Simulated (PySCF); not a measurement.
Bonds broken one at a time in the series B Br-SiH3. All species are isolated molecules in the gas phase. Strings in code marks are SMILES.

Level of theory: PBE0-D3(BJ)/def2-TZVP in PySCF. 

| species | highest occupied spin orbital (eV) | dipole moment (D) |
|---|---|---|
| radical fragment (`Br[B]Br`) | -6.32 | 0.42 |
| radical fragment (`[Br]`) | -8.76 | 0.00 |
| whole molecule (`[SiH3]B(Br)Br`) | – | (withheld) |
| radical fragment (`[SiH3]`) | -6.40 | (withheld) |
| radical fragment (`[SiH3][B]Br`) | -5.75 | (withheld) |
| whole molecule (`[SiH3]B([SiH3])Br`) | – | 0.14 |
| radical fragment (`[SiH3][B][SiH3]`) | -5.69 | 0.21 |
| whole molecule (`[SiH3]B([SiH3])[SiH3]`) | – | 0.10 |

### Question
Some entries are withheld; supply them.

### Answer

- whole molecule (`[SiH3]B(Br)Br`), dipole moment (D): 0.31
- radical fragment (`[SiH3]`), dipole moment (D): 0.03
- radical fragment (`[SiH3][B]Br`), dipole moment (D): 0.48
